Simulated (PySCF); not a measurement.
## Atomic charges against the basis set

Compound: C4H6O2.
Z-matrix (Å and degrees, PBE0-D3(BJ)/def2-SVP geometry), rows numbered from 1:
```
C 
C   1  1.3339
C   2  1.4824  1  120.47
O   3  1.2052  2  125.65  1    -1.17
O   3  1.3396  2  110.96  1   178.73
C   5  1.4153  3  115.77  2  -180.00
H   1  1.0941  2  119.62  3     0.21
H   1  1.0924  2  121.80  3  -179.89
H   2  1.0928  1  122.59  3   179.90
H   6  1.1007  5  110.84  3   -64.23
H   6  1.1000  5  110.95  3    55.90
H   6  1.0962  5  106.45  3   176.05
```

PBE0 throughout (PySCF), one geometry, spherical d and f functions. Geometry: PBE0-D3(BJ)/def2-SVP, one conformer, isolated molecule. The first 7 of 10 kinds of atom are listed.

Mulliken charges (e):

```csv
basis,functions,C1,C2,C3,O4,O5,C6,H7
pcSseg-0,66,-0.362,-0.281,+0.656,-0.512,-0.648,-0.332,+0.254
cc-pVDZ,114,+0.038,-0.139,+0.257,-0.264,-0.276,+0.059,+0.063
pcSseg-1,132,-0.094,-0.274,+0.512,-0.416,-0.469,-0.040,+0.147
aug-cc-pVDZ,192,+0.367,+1.276,+0.493,-0.572,-0.527,+0.777,-0.355
cc-pVTZ,264,-0.217,-0.159,+0.313,-0.320,-0.203,-0.117,+0.140
IGLO-III,270,-0.172,-0.149,+0.510,-0.473,-0.268,-0.229,+0.136
```

IAO charges (e):

```
      basis  functions      C1      C2      C3      O4      O5      C6      H7
   pcSseg-0         66  -0.243  -0.198  +0.453  -0.440  -0.313  -0.231  +0.169
    cc-pVDZ        114  -0.249  -0.200  +0.505  -0.461  -0.330  -0.210  +0.170
   pcSseg-1        132  -0.246  -0.200  +0.509  -0.473  -0.335  -0.209  +0.171
aug-cc-pVDZ        192  -0.255  -0.203  +0.517  -0.479  -0.339  -0.219  +0.176
    cc-pVTZ        264  -0.255  -0.205  +0.520  -0.477  -0.340  -0.220  +0.175
   IGLO-III        270  -0.255  -0.204  +0.520  -0.481  -0.342  -0.220  +0.176
```

Hirshfeld charges (e):

| basis | functions | C1 | C2 | C3 | O4 | O5 | C6 | H7 |
| --- | --- | --- | --- | --- | --- | --- | --- | --- |
| pcSseg-0 | 66 | -0.053 | -0.058 | +0.198 | -0.258 | -0.102 | -0.028 | +0.052 |
| cc-pVDZ | 114 | -0.058 | -0.061 | +0.192 | -0.252 | -0.090 | -0.034 | +0.054 |
| pcSseg-1 | 132 | -0.058 | -0.062 | +0.201 | -0.259 | -0.102 | -0.035 | +0.055 |
| aug-cc-pVDZ | 192 | -0.062 | -0.065 | +0.195 | -0.256 | -0.106 | -0.041 | +0.060 |
| cc-pVTZ | 264 | -0.061 | -0.063 | +0.196 | -0.257 | -0.100 | -0.040 | +0.058 |
| IGLO-III | 270 | -0.061 | -0.064 | +0.195 | -0.257 | -0.105 | -0.041 | +0.059 |

Problem. Which scheme is steadiest as the basis changes?

Solution. Largest range over the bases for any column: Hirshfeld 0.02 e, IAO 0.07 e, Mulliken 1.56 e. Hirshfeld charges move least and Mulliken charges most, counted in e.

Problem. How much do the charges still move between the two largest bases, cc-pVTZ and IGLO-III?

Solution. At most, over all atoms: Mulliken 0.198 e, IAO 0.004 e, Hirshfeld 0.006 e.

Problem. What do the same runs give for the total energy, the frontier levels and the dipole moment?

Solution. 
```json
{"basis": "pcSseg-0", "energy (Eh)": "-305.4010", "HOMO (eV)": "-8.15", "LUMO (eV)": "-1.30", "μ (D)": "1.38"}
{"basis": "cc-pVDZ", "energy (Eh)": "-306.1388", "HOMO (eV)": "-7.81", "LUMO (eV)": "-1.12", "μ (D)": "1.49"}
{"basis": "pcSseg-1", "energy (Eh)": "-306.0892", "HOMO (eV)": "-8.10", "LUMO (eV)": "-1.34", "μ (D)": "1.54"}
{"basis": "aug-cc-pVDZ", "energy (Eh)": "-306.1596", "HOMO (eV)": "-8.10", "LUMO (eV)": "-1.43", "μ (D)": "1.62"}
{"basis": "cc-pVTZ", "energy (Eh)": "-306.2285", "HOMO (eV)": "-8.03", "LUMO (eV)": "-1.32", "μ (D)": "1.59"}
{"basis": "IGLO-III", "energy (Eh)": "-306.2442", "HOMO (eV)": "-8.12", "LUMO (eV)": "-1.44", "μ (D)": "1.62"}
```

The dipole is fixed by the density alone, so its range of 0.24 D shows that the density itself changes with the basis, not only its division among atoms.
